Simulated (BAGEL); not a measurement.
# One shape, several levels: C4H4O (SMILES c1ccoc1)

Wanted: a comparison of 6 runs (HF/STO-3G, HF/3-21G, B3LYP/6-31G*, PBE0/def2-SVP, RI-MP2/6-311G**) of C4H4O. 

The results are computed with BAGEL 1.2.2.

## (1) The structure to begin with

The species is C4H4O (9 atoms), meant as a singlet with charge 0. SMILES: `c1ccoc1`. Geometry: relaxed at PBE0-D4/def2-TZVP.

Bond lengths: C1–C2 1.427 Å, C2–C3 1.353 Å, C3–O4 1.351 Å, C1–C5 1.353 Å, O4–C5 1.351 Å, C1–H6 1.078 Å, C2–H7 1.078 Å, C3–H8 1.077 Å, C5–H9 1.077 Å. Some angles: C1–C2–C3 106.0°, C2–C1–C5 106.0°, C2–C3–O4 110.5°, C3–O4–C5 107.0°, C1–C5–O4 110.5°, C1–C2–H7 127.6°, C3–C2–H7 126.5°, C2–C1–H6 127.6°, C5–C1–H6 126.5°, C2–C3–H8 133.4°.

## (2) A single-point energy at HF/STO-3G (run 1)

calc.json

```json
{ "bagel": [

{
  "title": "molecule",
  "basis": "sto-3g",
  "df_basis": "qzvpp-jkfit",
  "geometry": [
    { "atom": "C", "xyz": [  0.53120201,  1.84701831, -0.15873699 ] },
    { "atom": "C", "xyz": [  1.54504008, -0.47016386, -1.09528526 ] },
    { "atom": "C", "xyz": [ -0.00094486, -2.31453656, -0.23168042 ] },
    { "atom": "O", "xyz": [ -1.89161585, -1.31789500,  1.16482718 ] },
    { "atom": "C", "xyz": [ -1.54447316,  1.21150342,  1.19222821 ] },
    { "atom": "H", "xyz": [  1.25402226,  3.72861862, -0.45523502 ] },
    { "atom": "H", "xyz": [  3.20176297, -0.72244230, -2.25406532 ] },
    { "atom": "H", "xyz": [ -0.01247219, -4.33994502, -0.43595982 ] },
    { "atom": "H", "xyz": [ -2.91509152,  2.29034806,  2.24178210 ] }
  ]
},
{
  "title": "hf",
  "df": false
},
{
  "title": "print",
  "file": "orbitals.molden",
  "orbitals": true
}

]}
```

Launch:

```console
$ BAGEL_NUM_THREADS=1 BAGEL calc.json > calc.out
```

Output:

```text
* using 1 threads per process

  ===============================================================
  ===============================================================

  *** Geometry ***

  { "atom" : "C", "xyz" : [      0.531202,      1.847018,     -0.158737 ] },
  { "atom" : "C", "xyz" : [      1.545040,     -0.470164,     -1.095285 ] },
  { "atom" : "C", "xyz" : [     -0.000945,     -2.314537,     -0.231680 ] },
[... 5 lines of this table left out ...]
  { "atom" : "H", "xyz" : [     -2.915092,      2.290348,      2.241782 ] },

  Number of auxiliary basis functions:      449

  Since a DF basis is specified, we compute 2- and 3-index integrals:
    o Being stored without compression. Storage requirement is 0.003 GB

  Number of basis functions:       29
  Number of electrons      :       36

    * METHOD: MOLECULE                             0.13

  *** RHF ***

  === Nuclear Repulsion ===
   161.7916440321

      * DIIS with orbital gradients will be used.

  === RHF iteration (sto-3g) ===
      0       -225.28627769          0.03438443           0.06
      1       -225.71627210          0.00917564           0.06
      2       -225.74619716          0.00304027           0.06
[... 11 lines of this table left out ...]
     14       -225.74959663          0.00000001           0.04
    * SCF iteration converged.

    * Permanent dipole moment:
           (   -0.114871,    -0.078689,     0.070294) a.u.

    * METHOD: HF                                   0.82

    * METHOD: PRINT                                0.00

  ===============================================================
```

It took 1.2 s on 1 thread of Arm Neoverse V2, shared host; peak memory 0.08 GiB.

## (3) The energy at HF/3-21G (run 2)

input.json

```json
{ "bagel": [

{
  "title": "molecule",
  "basis": "3-21g",
  "df_basis": "qzvpp-jkfit",
  "angstrom": true,
  "geometry": [
    { "atom": "C", "xyz": [    0.281100,    0.977400,   -0.084000 ] },
    { "atom": "C", "xyz": [    0.817600,   -0.248800,   -0.579600 ] },
    { "atom": "C", "xyz": [   -0.000500,   -1.224800,   -0.122600 ] },
    { "atom": "O", "xyz": [   -1.001000,   -0.697400,    0.616400 ] },
    { "atom": "C", "xyz": [   -0.817300,    0.641100,    0.630900 ] },
    { "atom": "H", "xyz": [    0.663600,    1.973100,   -0.240900 ] },
    { "atom": "H", "xyz": [    1.694300,   -0.382300,   -1.192800 ] },
    { "atom": "H", "xyz": [   -0.006600,   -2.296600,   -0.230700 ] },
    { "atom": "H", "xyz": [   -1.542600,    1.212000,    1.186300 ] }
  ]
},
{
  "title": "hf",
  "df": false
},
{
  "title": "print",
  "file": "orbitals.molden",
  "orbitals": true
}

]}
```

Launch:

```console
$ BAGEL_NUM_THREADS=1 BAGEL input.json > input.out
```

Output:

```text
* using 1 threads per process

  ===============================================================
  ===============================================================

  *** Geometry ***

  { "atom" : "C", "xyz" : [      0.531202,      1.847018,     -0.158737 ] },
  { "atom" : "C", "xyz" : [      1.545040,     -0.470164,     -1.095285 ] },
  { "atom" : "C", "xyz" : [     -0.000945,     -2.314537,     -0.231680 ] },
[... 5 lines of this table left out ...]
  { "atom" : "H", "xyz" : [     -2.915092,      2.290348,      2.241782 ] },

  Number of auxiliary basis functions:      449

  Since a DF basis is specified, we compute 2- and 3-index integrals:
    o Being stored without compression. Storage requirement is 0.010 GB

  Number of basis functions:       53
  Number of electrons      :       36

    * METHOD: MOLECULE                             0.13

  *** RHF ***

  === Nuclear Repulsion ===
   161.7916438937

      * DIIS with orbital gradients will be used.

  === RHF iteration (3-21g) ===
      0       -212.19452246          0.06950510           0.06
      1       -225.68066648          0.07464971           0.06
      2       -227.09553654          0.02801448           0.06
[... 13 lines of this table left out ...]
     16       -227.34737537          0.00000001           0.05
    * SCF iteration converged.

    * Permanent dipole moment:
           (   -0.280987,    -0.192479,     0.171931) a.u.

    * METHOD: HF                                   1.04

    * METHOD: PRINT                                0.01

  ===============================================================
```

Wall time 1.4 s (1 thread of Arm Neoverse V2, shared host); peak memory 0.08 GiB.

Run 3 isn't shown in full; the table further down has it.

## (4) The energy at B3LYP/6-31G(d) (density fitting with qzvpp-jkfit, Cartesian functions) (run 4)

job.json

```json
{ "bagel": [

{
  "title": "molecule",
  "basis": "6-31gs.json",
  "df_basis": "qzvpp-jkfit",
  "angstrom": false,
  "cartesian": true,
  "geometry": [
    { "atom": "C", "xyz": [     0.53120201,     1.84701831,    -0.15873699 ] },
    { "atom": "C", "xyz": [     1.54504008,    -0.47016386,    -1.09528526 ] },
    { "atom": "C", "xyz": [    -0.00094486,    -2.31453656,    -0.23168042 ] },
    { "atom": "O", "xyz": [    -1.89161585,    -1.31789500,     1.16482718 ] },
    { "atom": "C", "xyz": [    -1.54447316,     1.21150342,     1.19222821 ] },
    { "atom": "H", "xyz": [     1.25402226,     3.72861862,    -0.45523502 ] },
    { "atom": "H", "xyz": [     3.20176297,    -0.72244230,    -2.25406532 ] },
    { "atom": "H", "xyz": [    -0.01247219,    -4.33994502,    -0.43595982 ] },
    { "atom": "H", "xyz": [    -2.91509152,     2.29034806,     2.24178210 ] }
  ]
},

{ "title": "ks", "xc_func": "b3lyp" },

{ "title": "print", "file": "orbitals.molden", "orbitals": true }

]}
```

The basis set 6-31G* is read from a file made from the Basis Set Exchange's data (not shown).

Launch:

```console
$ BAGEL_NUM_THREADS=1 BAGEL job.json > job.out
```

Output:

```text
* using 1 threads per process

  ===============================================================
  ===============================================================

  Cartesian basis functions are used
  *** Geometry ***

  { "atom" : "C", "xyz" : [      0.531202,      1.847018,     -0.158737 ] },
  { "atom" : "C", "xyz" : [      1.545040,     -0.470164,     -1.095285 ] },
  { "atom" : "C", "xyz" : [     -0.000945,     -2.314537,     -0.231680 ] },
[... 5 lines of this table left out ...]
  { "atom" : "H", "xyz" : [     -2.915092,      2.290348,      2.241782 ] },

  Number of auxiliary basis functions:      529

  Since a DF basis is specified, we compute 2- and 3-index integrals:
    o Being stored without compression. Storage requirement is 0.029 GB

  Number of basis functions:       83
  Number of electrons      :       36

    * METHOD: MOLECULE                             0.22

  *** Kohn-Sham DFT ***

    * Removing 18059 points whose weight is below 1.00e-10
    * Grid points: 116095

  === Nuclear Repulsion ===
   161.7916440321

       - DIIS with orbital gradients will be used.

  === KS iteration (b3lyp / 6-31gs.json) ===
      0       -195.33139030          0.15299897           0.33
      1       -182.49341783          0.15778164           0.31
      2       -178.88781332          0.20721152           0.31
[... 16 lines of this table left out ...]
     19       -230.02011129          0.00000000           0.31
    * SCF iteration converged.

    * Permanent dipole moment:
           (   -0.169900,    -0.116386,     0.103948) a.u.

    * METHOD: KS                                   6.82

    * METHOD: PRINT                                0.01

  ===============================================================
```

Run time: 7.5 s. Hardware: 1 thread of Arm Neoverse V2, shared host; peak memory 0.44 GiB.

Run 5 isn't shown in full; the table further down has it.

## (5) Energy and forces at RI-MP2/6-311G(d,p) (density fitting with qzvpp-jkfit, cc-pv5z-ri for correlation) (run 6)

input.json

```json
{ "bagel": [

{
  "title": "molecule",
  "basis": "6-311gss.json",
  "df_basis": "qzvpp-jkfit",
  "angstrom": false,
  "geometry": [
    { "atom": "C", "xyz": [     0.53120201,     1.84701831,    -0.15873699 ] },
    { "atom": "C", "xyz": [     1.54504008,    -0.47016386,    -1.09528526 ] },
    { "atom": "C", "xyz": [    -0.00094486,    -2.31453656,    -0.23168042 ] },
    { "atom": "O", "xyz": [    -1.89161585,    -1.31789500,     1.16482718 ] },
    { "atom": "C", "xyz": [    -1.54447316,     1.21150342,     1.19222821 ] },
    { "atom": "H", "xyz": [     1.25402226,     3.72861862,    -0.45523502 ] },
    { "atom": "H", "xyz": [     3.20176297,    -0.72244230,    -2.25406532 ] },
    { "atom": "H", "xyz": [    -0.01247219,    -4.33994502,    -0.43595982 ] },
    { "atom": "H", "xyz": [    -2.91509152,     2.29034806,     2.24178210 ] }
  ]
},

{
  "title": "force",
  "method": [
    { "title": "mp2", "ncore": 5, "aux_basis": "cc-pv5z-ri" }
  ]
}

]}
```

The basis set 6-311G** is read from a file made from the Basis Set Exchange's data (not shown).

Launch:

```console
$ BAGEL_NUM_THREADS=1 BAGEL input.json > input.out
```

Output:

```text
* using 1 threads per process

  ===============================================================
  ===============================================================

  *** Geometry ***

  { "atom" : "C", "xyz" : [      0.531202,      1.847018,     -0.158737 ] },
  { "atom" : "C", "xyz" : [      1.545040,     -0.470164,     -1.095285 ] },
  { "atom" : "C", "xyz" : [     -0.000945,     -2.314537,     -0.231680 ] },
[... 5 lines of this table left out ...]
  { "atom" : "H", "xyz" : [     -2.915092,      2.290348,      2.241782 ] },

[... 25 lines left out ...]
    * SCF iteration converged.
[... 1 line left out ...]
    * Permanent dipole moment:
[... 13 lines left out ...]
      MP2 correlation energy:   -0.7472900181
[... 1 line left out ...]
    * Permanent dipole moment: MP2 unrelaxed
[... 10 lines left out ...]
    * Permanent dipole moment: MP2 relaxed
[... 41 lines left out ...]
    * METHOD: FORCE                               12.33

  ===============================================================
```

It took 13 s on 1 thread of Arm Neoverse V2, shared host; peak memory 0.58 GiB.

## (6) Overview of the runs

| run | level | integral approximation | task | energy (Eh) | dipole moment (D) | HOMO energy (eV) | LUMO energy (eV) | wall time |
| --- | --- | --- | --- | --- | --- | --- | --- | --- |
| 1 | HF/STO-3G | none | energy | -225.749597 | 0.40 | -7.25 | 7.95 | 1.2 s |
| 2 | HF/3-21G | none | energy | -227.347375 | 0.97 | -8.86 | 4.71 | 1.4 s |
| 3 | B3LYP/6-31G* (density fitting with qzvpp-jkfit, spherical functions) | qzvpp-jkfit | gradient | -230.015915 | 0.58 | – | – | 12 s |
| 4 | B3LYP/6-31G* (density fitting with qzvpp-jkfit, Cartesian functions) | qzvpp-jkfit | energy | -230.020111 | 0.59 | -6.11 | 0.63 | 7.5 s |
| 5 | PBE0/def2-SVP (density fitting with qzvpp-jkfit) | qzvpp-jkfit | energy | -229.592780 | 0.55 | -6.66 | 0.49 | 7.2 s |
| 6 | RI-MP2/6-311G** (density fitting with qzvpp-jkfit, cc-pv5z-ri for correlation) | qzvpp-jkfit | gradient | -229.427199 | 0.51 | – | – | 13 s |

## (7) Results

```
                                                      quantity          value
                                           run 6: total energy  -229.42720 Eh
run 6: dipole moment (of the density that the program reports)         0.51 D
            run 6: correlation energy (5 core orbitals frozen)     -747.3 mEh
                               run 6: largest force on an atom     0.812 eV/Å
```

In words: The dipole moment (its size) runs from 0.40 D (HF/STO-3G) to 0.97 D (HF/3-21G). Over runs 1, 2, 4, 5 the HOMO–LUMO gap runs from 6.74 eV (B3LYP/6-31G*) to 15.20 eV (HF/STO-3G). The two ends differ in method and basis. Totals of different functionals can't be ranked against each other. In run 1 the basis is minimal, so the values are rough. All runs together took 42 s, the longest 13 s.
